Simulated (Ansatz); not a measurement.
Geometry optimisation, Ansatz 0.2.0, RKS r2SCAN-D4/6-31G*.

Input file:

```yaml
crystal:
  periodic: [false, false, false]
  atoms:
    - { symbol: B, position_ang: [0.043009, 0.360798, -0.03699] }
    - { symbol: H, position_ang: [-0.733608, 0.563817, 0.849519] }
    - { symbol: H, position_ang: [1.209143, 0.573131, 0.130638] }
    - { symbol: H, position_ang: [-0.374606, 0.008863, -1.105312] }
    - { symbol: "N", position_ang: [-0.237445, -2.069145, 1.183647] }
    - { symbol: H, position_ang: [-0.505126, -2.579398, 0.352711] }
    - { symbol: Si, position_ang: [1.204221, -2.379495, 2.098946] }
    - { symbol: H, position_ang: [1.376421, -3.854448, 2.216164] }
    - { symbol: H, position_ang: [2.469291, -1.83003, 1.527618] }
    - { symbol: H, position_ang: [1.003945, -1.771964, 3.441981] }
    - { symbol: H, position_ang: [-0.829746, -1.237128, 1.348078] }
basis:
  gaussian: { orbitals: "6-31G*" }
hamiltonian:
  xc: r2scan
  dispersion: d4
relax:
  f_tol: 0.03
  max_steps: 50
```

Run as:

```bash
$ ansatz run input.yaml --threads 1 --pin off --max-ram 2048MiB --backend cpu --events-out ev --progress --plain --runs-dir out
```

Problem. Where does it end, and by what steps?

Solution. The run converged. After 10 steps the energy has fallen by 1.162 eV; H10 moved furthest, 0.82 Å. Joined: B1–N5 (2.73 → 1.68 Å).

```tsv
step	energy less start (eV)	largest force component (eV/Å)	accepted
0	0.0000	1.056	yes
1	-0.1334	2.131	yes
2	-0.4777	2.479	yes
3	-0.8247	2.747	yes
4	-0.9291	0.966	yes
5	-1.0416	0.250	yes
6	-1.0990	0.201	yes
7	-1.1344	0.328	yes
8	-1.1483	0.230	yes
9	-1.1618	0.045	yes
10	-1.1623	0.011	yes
```

```xyz
11
Properties=species:S:1:pos:R:3
B 0.003 -0.109 0.389
H -0.484 0.454 1.346
H 1.197 0.103 0.264
H -0.617 0.033 -0.644
N -0.098 -1.740 0.761
H 0.052 -2.276 -0.095
Si 1.171 -2.101 2.000
H 0.897 -3.446 2.583
H 2.463 -2.120 1.283
H 1.087 -1.063 3.046
H -1.047 -1.951 1.073
```

Whether the end is a true minimum wasn't checked by a vibrational analysis.

Time of the run: 20 s on 1 thread of Intel(R) Xeon(R) 6975P-C (Granite Rapids), on a shared host, peak memory 0.16 GiB.
